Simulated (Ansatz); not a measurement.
**AlNH3 (quartet): from Hartree-Fock to the top rungs at distance Al1–H4 along a hydrogen transfer = 1.475 Å, cc-pVDZ**

Aim: climb from Hartree-Fock through coupled cluster and multireference methods for AlNH3 (quartet) at one geometry and basis, and see what each rung misses.

The runs use Ansatz 0.2.0, Gaussian basis; cc-pVDZ, core rule «outside noble gas», up to 6 orbitals frozen.

Plan: UHF; CCSD(T) on ROHF; CCSD(T) on UHF; BCCD(T) on ROHF; CISD; CCSDT(Q) on ROHF; CCSDT(Q) on UHF; CASSCF and MRCISD+Q, 5 electrons in 5 orbitals; CASSCF and NEVPT2, 5 electrons in 5 orbitals.

20 further runs of the same task are left out: 9 for a known fault of the program, 11 that didn't finish.

## 1. What is computed

The geometry derives from fragments relaxed apart (PBE0/def2-TZVP) and kept rigid, so it is no stationary point. A hydrogen atom is moved between rigid fragments.

5 atoms, charge 0, spin multiplicity 4.

Atoms are counted from 1 here; the program's logs count them from 0.

Bond lengths: Al1–H2 1.586 Å, Al1–H3 1.586 Å, Al1–H4 1.475 Å. Angles: H2–Al1–H3 120.0°, H2–Al1–H4 120.0°, H3–Al1–H4 120.0°.

Coordinates:

```xyz
5
charge 0, multiplicity 4
Al   -0.9621    0.0000    0.0000
H    -1.7550    1.3734    0.0000
H    -1.7550   -1.3734    0.0000
H     0.5129    0.0000    0.0000
N     2.0689    0.0000    0.0000
```

## 2. UHF

in.yaml

```yaml
crystal:
  periodic: [false, false, false]
  atoms:
    - {symbol: Al, position_ang: [-0.962068, 0.000000, 0.000000]}
    - {symbol: H, position_ang: [-1.754991, 1.373384, 0.000000]}
    - {symbol: H, position_ang: [-1.754991, -1.373384, 0.000000]}
    - {symbol: H, position_ang: [0.512932, 0.000000, 0.000000]}
    - {symbol: N, position_ang: [2.068932, 0.000000, 0.000000]}
basis:
  gaussian: {orbitals: cc-pVDZ}
magnetization: {spin_polarized: true, initial_magnetization: 3}
hamiltonian: {xc: hf}
output: {orbitals: {seedname: orbitals}}
```

Run with:

```sh
$ ansatz run in.yaml --threads 1 --pin off --events-out ev --progress --plain --max-ram 2393MiB
```

After this run come: CCSD(T) on ROHF; CCSD(T) on UHF; BCCD(T) on ROHF; CISD; CCSDT(Q) on ROHF; CCSDT(Q) on UHF; CASSCF and MRCISD+Q, 5 electrons in 5 orbitals; CASSCF and NEVPT2, 5 electrons in 5 orbitals.

**Question.** What will the summary of the whole plan be? Wanted: UCCSDT(Q) below the RHF energy; RMP2 from UCCSDT(Q); UMP2 from UCCSDT(Q); RCCSD from UCCSDT(Q); RCCSD(T) from UCCSDT(Q); UCCSD(T) from UCCSDT(Q); RCCSDT(Q) from UCCSDT(Q); NEVPT2 pair from UCCSDT(Q); MRCISD+Q pair from UCCSDT(Q).

As calculated:

| quantity | value |
| --- | --- |
| UCCSDT(Q) below the RHF energy | -5.6161 eV |
| RMP2 from UCCSDT(Q) | +1227.5 meV |
| UMP2 from UCCSDT(Q) | +1206.8 meV |
| RCCSD from UCCSDT(Q) | +96.9 meV |
| RCCSD(T) from UCCSDT(Q) | +24.2 meV |
| UCCSD(T) from UCCSDT(Q) | +22.6 meV |
| RCCSDT(Q) from UCCSDT(Q) | +1.8 meV |
| NEVPT2 pair from UCCSDT(Q) | +1214.9 meV |
| MRCISD+Q pair from UCCSDT(Q) | +13.3 meV |
| levels within 1 kcal/mol (43 meV) | RCCSD(T), UCCSD(T), BCCD(T), RCCSDT, UCCSDT, RCCSDT(Q), MRCISD+Q pair |
| T1 diagnostic | 0.021 |

**Reading.** RCCSD(T) misses by +24.2 meV, 0.4 % of the correlation energy. Of the multireference levels listed MRCISD+Q pair comes nearest in total energy (+13.3 meV), which doesn't show that its space is the better one. These misses are within one basis, not against nature; the frozen cores of restricted and unrestricted runs differ, which can shift their rows.
